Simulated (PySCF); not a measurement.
## Computed NMR parameters against published values

Molfile (atoms numbered from 1):
```
C4H9Cl
     RDKit          3D

 14 13  0  0  0  0  0  0  0  0999 V2000
   -1.9581   -0.0762   -0.2994 C   0  0  0  0  0  0  0  0  0  0  0  0
   -0.4793   -0.0466   -0.6519 C   0  0  0  0  0  0  0  0  0  0  0  0
    0.4204    0.0404    0.5752 C   0  0  0  0  0  0  0  0  0  0  0  0
    1.8891    0.0694    0.2129 C   0  0  0  0  0  0  0  0  0  0  0  0
    2.9285    0.1799    1.6656 Cl  0  0  0  0  0  0  0  0  0  0  0  0
   -2.1983   -0.9412    0.3391 H   0  0  0  0  0  0  0  0  0  0  0  0
   -2.5870   -0.1414   -1.1997 H   0  0  0  0  0  0  0  0  0  0  0  0
   -2.2550    0.8309    0.2507 H   0  0  0  0  0  0  0  0  0  0  0  0
   -0.2188   -0.9485   -1.2336 H   0  0  0  0  0  0  0  0  0  0  0  0
   -0.2735    0.8101   -1.3177 H   0  0  0  0  0  0  0  0  0  0  0  0
    0.2330   -0.8170    1.2435 H   0  0  0  0  0  0  0  0  0  0  0  0
    0.1782    0.9447    1.1586 H   0  0  0  0  0  0  0  0  0  0  0  0
    2.1318    0.9363   -0.4185 H   0  0  0  0  0  0  0  0  0  0  0  0
    2.1902   -0.8406   -0.3259 H   0  0  0  0  0  0  0  0  0  0  0  0
  1  2  1  0
  2  3  1  0
  3  4  1  0
  4  5  1  0
  1  6  1  0
  1  7  1  0
  1  8  1  0
  2  9  1  0
  2 10  1  0
  3 11  1  0
  3 12  1  0
  4 13  1  0
  4 14  1  0
M  END
```

The experiment to reproduce: δ ¹H H13/H14 3.42; H11/H12 1.68; H9/H10 1.41; H6/H7/H8 0.92 ppm (measured; solution, not stated per compound (mostly CDCl3 or CCl4); Pretsch, Buehlmann, Badertscher, Structure Determination of Organic Compounds, 4th ed. (2009)).

[PySCF: shieldings: GIAO PBE0/pcSseg-1; coordinates at the PBE0-D3(BJ)/def2-SVP level; relativity neglected; single conformer; equivalent nuclei averaged; isolated molecule]

Problem. What does the calculation give, and how does it compare?

Solution. 
Reference values: measured (solution, not stated per compound (mostly CDCl3 or CCl4); Pretsch, Buehlmann, Badertscher, Structure Determination of Organic Compounds, 4th ed. (2009)).
```csv
atoms,quantity,reference,computed,"computed, scaled"
H13/H14,δ ¹H,3.42,3.20,3.25
H11/H12,δ ¹H,1.68,1.45,1.59
H9/H10,δ ¹H,1.41,1.06,1.22
H6/H7/H8,δ ¹H,0.92,1.04,1.20
```

Computed shifts are σ(ref) − σ with the named reference compound (TMS for H and C) calculated as an isolated molecule at the same level. The measured values may be among those fitted. Empirical linear scaling, fitted to shifts measured mostly in CDCl3 for H and C (δ vs TMS): ¹H (scatter 0.21 ppm rms). A few per cent of atoms miss by over 2 rms, more outside the fitted compound classes.

Problem. How far are the unscaled ¹H shifts from the references?

Solution. Mean signed difference -0.17 ppm, mean absolute 0.23 ppm over 4 comparisons; the largest is -0.35 ppm at H9/H10 (hydrogen on an sp3 CH2).
